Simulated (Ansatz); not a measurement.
# Corundum (α-Al2O3)

Computed with PBE0 (Ansatz, a quantum-chemistry and plane-wave program, PAW).

Run with plane-wave cutoff 460 eV, 6×6×6 k mesh, Fermi–Dirac smearing 0.01 eV, scalar-relativistic PAW data made under PBE.

Cell: relaxed at this level.

```json
{
 "lattice_constant_a": "4.753 Å",
 "lattice_parameter_c": "12.978 Å",
 "band_gap": "8.91 eV (on the SCF k mesh) (direct)"
}
```

Measured, for comparison: lattice constant a 4.759 Å, lattice parameter c 12.991 Å (temperature not stated, no zero-point or thermal correction; as tabulated in Lallet et al. (2009), arXiv:0801.3594). Computed (rounded) less measured: lattice constant a -0.1 %, lattice parameter c -0.1 %.
